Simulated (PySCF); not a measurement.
The scaffold HS-X carries different groups X. Gas-phase values, no solvent. One relaxed conformer stands for each flexible species; it need not be the lowest. Strings in code marks are SMILES.

Quantity: vertical ionisation energy (energy after one electron is removed minus that of the parent at the parent's geometry), in eV.

A: `S=CS` (S–C–S–H torsion 180°)
B: `[SiH3]OS` (Si–O–S–H torsion 88°)
C: `N#CCS`
D: `O=CS` (O–C–S–H torsion 180°)
E: `SC1CC1` (H–S–C–C torsion 74°)
F: `CS`

Task: Rank these by vertical ionisation energy (energy after one electron is removed minus that of the parent at the parent's geometry) (lowest first), as B3LYP/6-31G* // B3LYP-D3(BJ)/def2-TZVP (PySCF) gives it.

Result: A (8.93 eV), E (9.00 eV), F (9.37 eV), B (9.47 eV), C (10.08 eV), D (10.54 eV)
